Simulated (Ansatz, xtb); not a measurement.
# Relaxing a trial structure of C4H8F+

The starting geometry of this gas-phase singlet was built from a drawn formula by distance geometry and a force field; its bonds are those of `[CH2+][C@H](F)CC`.

```yaml
atoms:
  - { symbol: C, position_ang: [-1.0420, 1.1617, -0.7633] }
  - { symbol: C, position_ang: [-0.4485, -0.0748, -1.3934] }
  - { symbol: C, position_ang: [0.9685, -0.2765, -0.8825] }
  - { symbol: C, position_ang: [1.6409, -1.5149, -1.5110] }
  - { symbol: F, position_ang: [-1.1878, -1.1510, -1.0662] }
  - { symbol: H, position_ang: [-0.5758, 2.1293, -0.8690] }
  - { symbol: H, position_ang: [-2.0591, 1.0771, -0.4422] }
  - { symbol: H, position_ang: [-0.4325, 0.0076, -2.4610] }
  - { symbol: H, position_ang: [1.6031, 0.6152, -1.1136] }
  - { symbol: H, position_ang: [0.9863, -0.4543, 0.1881] }
  - { symbol: H, position_ang: [1.1096, -2.4176, -1.3047] }
  - { symbol: H, position_ang: [1.7469, -1.3527, -2.6149] }
  - { symbol: H, position_ang: [2.6265, -1.6306, -1.1444] }
```

**Question.** Where would you expect an optimisation with r2SCAN-D4/def2-SVP to take it?

**Answer.** It rearranges to `CCC[CH+]F`. Contacts that open: C2–C3 (1.52 → 2.21 Å). Contacts that close: C1–C3 (2.47 → 1.65 Å).

The energy falls by 1.64 eV over 29 steps:

```
step  E − E(last) (eV)
   1             1.641
   4             0.959
   7             0.690
  10             0.324
  13             0.075
  17             0.009
  20             0.002
  23             0.000
  26             0.000
  29             0.000
```

Final geometry (Å):

```yaml
atoms:
  - { symbol: C, position_ang: [-0.5727, 0.3446, -0.7548] }
  - { symbol: C, position_ang: [-0.7976, 0.2819, -2.1420] }
  - { symbol: C, position_ang: [1.0378, 0.0363, -0.9309] }
  - { symbol: C, position_ang: [1.3657, -1.4354, -0.9081] }
  - { symbol: F, position_ang: [-1.0159, -0.8333, -2.7164] }
  - { symbol: H, position_ang: [-0.7060, 1.3504, -0.3390] }
  - { symbol: H, position_ang: [-1.0204, -0.4588, -0.1552] }
  - { symbol: H, position_ang: [-0.6845, 1.1283, -2.8395] }
  - { symbol: H, position_ang: [1.4661, 0.5466, -1.8143] }
  - { symbol: H, position_ang: [1.4272, 0.6022, -0.0668] }
  - { symbol: H, position_ang: [0.9953, -1.9226, 0.0049] }
  - { symbol: H, position_ang: [0.9788, -1.9801, -1.7833] }
  - { symbol: H, position_ang: [2.4625, -1.5416, -0.9329] }
```

From the same start GFN2-xTB reaches the same bonding as this run.

No frequencies were run, so the end isn't proven a minimum. Run with Ansatz 0.2.0, 54 s on 2 threads of Intel(R) Xeon(R) Processor @ 2.70GHz, with other jobs on the host.
